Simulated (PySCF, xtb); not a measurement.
tetrafluoroethylene cation (C2F4), SMILES FC(=C(F)F)F (connectivity only; charge and spin as stated), charge +1, multiplicity 2.

Harmonic wavenumbers (cm⁻¹) from GFN2-xTB (xtb) at its own minimum, in rising order: 136, 168, 366, 384, 501, 525, 550, 790, 1201, 1391, 1415, 1539.

Question: What does PBE-D3(BJ)/def2-SVP in PySCF 2.14.0 give at its own minimum? (Estimate from the structure and the level; the computed values follow.)

Answer: 135, 205, 398, 418, 520, 563, 592, 820, 1272, 1530, 1532, 1669. Paired by order, the mean absolute difference is 57 cm⁻¹ and the zero-point energies are 12.8 and 13.8 kcal/mol.
